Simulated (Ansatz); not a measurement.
# SbH₂, doublet: the ladder up to UCCSDT(Q)

Geometry: that of the SbH2⁻, singlet, kept fixed.

```xyz
3

Sb    0.0000   -0.0198    0.0000
H     0.0000    1.1955    1.2291
H     0.0000    1.1955   -1.2291
```

Basis def2-TZVPD with its core potentials; Ansatz 0.2.0. Correlated methods freeze the noble-gas cores and the filled d shells of p-block atoms, which leaves 7 electrons in 65 orbitals. Prefix R: restricted or restricted open-shell reference; prefix U: unrestricted. Active spaces: valence = (7e, 6o) chosen from the atoms' valence shells. No spin–orbit coupling is included; scalar relativity enters through the core potentials alone.

Full CI isn't at hand for all of this; UCCSDT(Q) serves as the reference, and is uncertain by about the last step of the cluster series. The frozen core follows each run's orbitals, which can shift R against U totals by a few meV for light atoms and by up to 0.1 eV past Ca.

- UHF ⟨S²⟩: 0.767
- T1 diagnostic (RCCSD): 0.0201
- largest doubles amplitude (RCCSD): 0.052
- T1 diagnostic (UCCSD): 0.0159

```
   level  E − E(UCCSDT(Q)) (kJ/mol)  share of correlation (%)  wall time
     UHF                      359.5                      3.05          –
    UMP2                       79.1                     78.66          –
   UCCSD                       13.0                     96.48          –
UCCSD(T)                        2.5                     99.34       21 s
  UCCSDT                        0.3                     99.91          –
```

The correlation energy at UCCSDT(Q), counted from RHF, is -3.844 eV. That run took 1.7 min on 1 thread of Intel Xeon, shared host.

Run but not shown, since their state or frozen core can't be matched to the reference's or they repeat it: RHF, RMP2, RCCSD, RCCSD(T), BCCD(T), RCCSDT, RCCSDT(Q), CASSCF (valence space), NEVPT2 (valence space), MRCISD (valence space), MRCISD+Q (valence space), MRCISD+Q(relaxed) (valence space).

Times hold each run's SCF and search for its determinant on a shared host, so for small cases they say little of a method's own cost; they ran on 1 thread of Intel Xeon.

Natural occupations of CASSCF (valence space) about the gap: 1.996 1.967 1.959 1.000 0.042 0.036; effectively unpaired electrons, Σ n²(2−n)², 1.02.
